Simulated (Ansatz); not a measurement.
## Worked example: correlation energy of CH2O, singlet

Geometry: MP2(full)/6-31G*, from the G2/97 set.

```yaml
atoms:
  - { symbol: O, position_ang: [0.0000, 0.0000, 0.6094] }
  - { symbol: C, position_ang: [0.0000, 0.0000, -0.6107] }
  - { symbol: H, position_ang: [0.0000, 0.9344, -1.1982] }
  - { symbol: H, position_ang: [0.0000, -0.9344, -1.1982] }
```

Basis cc-pVQZ; Ansatz 0.2.0. Only valence electrons are correlated (noble-gas cores frozen), which leaves 12 electrons in 168 orbitals. R marks a restricted (for open shells ROHF) determinant.

Full CI isn't at hand for all of this; RCCSDT(Q) serves as the reference, and is uncertain by about the last step of the cluster series.

Runs differ by some tens of microhartree through their thresholds, so steps under 0.03 kcal/mol mean nothing.

```json
{"level": "RHF", "total energy (hartree)": "-113.918769"}
{"level": "RMP2", "total energy (hartree)": "-114.344434"}
{"level": "RCCSD", "total energy (hartree)": "-114.350020"}
{"level": "RCCSD(T)", "total energy (hartree)": "-114.368699"}
{"level": "RCCSDT", "total energy (hartree)": "-114.368723"}
{"level": "RCCSDT(Q)", "total energy (hartree)": "-114.369891"}
```

Problem. What is the correlation energy at RCCSDT(Q), and what share of it do RMP2 and RCCSD(T) recover?

Solution. E(corr) = -114.369891 − (-113.918769) = -0.451122 hartree = -12.276 eV. RMP2: -0.425665 / -0.451122 = 94.36 %. RCCSD(T): -0.449930 / -0.451122 = 99.74 %.

Problem. By how many kcal/mol does RCCSD(T) miss RCCSDT(Q) (1 hartree = 627.509 kcal/mol), and which steps make up the rest?

Solution. -114.368699 − (-114.369891) = 0.001192 hartree = 0.75 kcal/mol. Steps: RCCSDT − RCCSD(T) = -0.02, RCCSDT(Q) − RCCSDT = -0.73 kcal/mol. That is within 1 kcal/mol of the reference in this basis, which itself misses far more of the correlation at the basis-set limit.
